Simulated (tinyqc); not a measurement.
Coupled-perturbed Hartree-Fock on RHF in the sto-3g basis, for BH3, spin multiplicity 1, step by step. One step of it, computed by the program tinyqc.

Question. Orthogonalisation. S = U s U^T; symmetric (Loewdin) form X = U s^(-1/2) U^T, so that X^T S X = 1.

overlap S:
```
           1B 1s     1B 2s     1B 2px     1B 2py     1B 2pz      2H 1s      3H 1s      4H 1s
1B 1s   1.000000  0.269328   0.000000   0.000000   0.000000   0.051555   0.051511   0.051511
1B 2s   0.269328  1.000000   0.000000   0.000000   0.000000   0.419651   0.419468   0.419468
1B 2px  0.000000  0.000000   1.000000   0.000000   0.000000   0.448359  -0.224045  -0.224045
1B 2py  0.000000  0.000000   0.000000   1.000000   0.000000   0.000000   0.388208  -0.388208
1B 2pz  0.000000  0.000000   0.000000   0.000000   1.000000  -0.003788  -0.003786  -0.003786
2H 1s   0.051555  0.419651   0.448359   0.000000  -0.003788   1.000000   0.077244   0.077244
3H 1s   0.051511  0.419468  -0.224045   0.388208  -0.003786   0.077244   1.000000   0.077156
4H 1s   0.051511  0.419468  -0.224045  -0.388208  -0.003786   0.077244   0.077156   1.000000
```

Give: eigenvalues of S; X.

Answer.

eigenvalues of S: 0.3157  0.4110  0.4111  0.9604  1.0001  1.5117  1.5118  1.8782

X:
```
          1B 1s    1B 2s   1B 2px   1B 2py   1B 2pz    2H 1s    3H 1s    4H 1s
1B 1s    1.0331  -0.1740   0.0000   0.0000   0.0003   0.0265   0.0265   0.0265
1B 2s   -0.1740   1.3196   0.0001   0.0000  -0.0026  -0.2836  -0.2833  -0.2833
1B 2px   0.0000   0.0001   1.1604   0.0000   0.0000  -0.3041   0.1519   0.1519
1B 2py   0.0000   0.0000   0.0000   1.1604   0.0000   0.0000  -0.2632   0.2632
1B 2pz   0.0003  -0.0026   0.0000   0.0000   1.0000   0.0025   0.0025   0.0025
2H 1s    0.0265  -0.2836  -0.3041   0.0000   0.0025   1.2009  -0.0119  -0.0119
3H 1s    0.0265  -0.2833   0.1519  -0.2632   0.0025  -0.0119   1.2007  -0.0119
4H 1s    0.0265  -0.2833   0.1519   0.2632   0.0025  -0.0119  -0.0119   1.2007
```
